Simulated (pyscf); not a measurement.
Elimination: H₃C–SiH(Cl)–Cl → H₂C=Si(Cl)–Cl + hydrogen (H₂)

Gas phase, singlet surface, charge 0. Bonds broken: C1–H5, Si2–H8. Bonds formed: H5–H8. Optimised with ωB97X-D3(BJ)/def2-SVP in PySCF.

Transition state (Å):

```xyz
8

C     -1.7259    -0.1547     0.4676
Si    -1.0107     1.1342    -0.4326
Cl    -0.5767     2.9514     0.3787
Cl    -1.0138     1.2038    -2.4681
H      0.0473    -0.0420     0.1262
H     -2.0083     0.0045     1.5137
H     -2.2520    -0.9584    -0.0587
H      0.6722     0.5354    -0.3228
```

One imaginary mode, 1368i cm⁻¹; descent along it reached the two sides named.

```json
[
 {"bond": "C1–H5", "change": "breaks", "reactant side (Å)": "1.102", "saddle": "1.809", "product side": "3.8"},
 {"bond": "Si2–H8", "change": "breaks", "reactant side (Å)": "1.476", "saddle": "1.790", "product side": "3.1"},
 {"bond": "H5–H8", "change": "forms", "reactant side (Å)": "2.9", "saddle": "0.962", "product side": "0.760"}
]
```

Electronic energies relative to the reactant's lowest minimum found (kcal/mol):

```tsv
level	barrier	reaction energy	reverse barrier
ωB97X-D3(BJ)/def2-TZVP	95.1	+68.7	26.4
PBE/def2-TZVP	83.3	+62.2	21.0
r²SCAN/def2-TZVP	87.3	+65.4	22.0
B3LYP-D3(BJ)/def2-TZVP	90.4	+64.6	25.8
PBE0-D3(BJ)/def2-TZVP	89.5	+68.2	21.3
M06-2X/def2-TZVP	93.2	+66.3	26.9
ωB97M-D3(BJ)/def2-TZVP	92.6	+67.1	25.5
HF/def2-TZVP	109.8	+72.8	37.0
```

With ωB97M-D3(BJ)/def2-TZVP energies and thermal terms (ideal gas, 1 atm, RRHO with modes under 100 cm⁻¹ raised to 100, one conformer, R ln 2 for chiral ones without a mode under 150 cm⁻¹), in kcal/mol:

| T (K) | ΔH‡ | ΔG‡ | ΔH | ΔG |
|---|---|---|---|---|
| 298 | 88.0 | 87.8 | +62.0 | +53.8 |
| 600 | 88.1 | 87.7 | +62.9 | +45.2 |
| 900 | 88.0 | 87.5 | +63.1 | +36.2 |
| 1200 | 87.9 | 87.3 | +62.8 | +27.3 |

At the saddle there is also a short H–Si contact that neither side keeps. One saddle was located; it need not be the lowest between these sides.
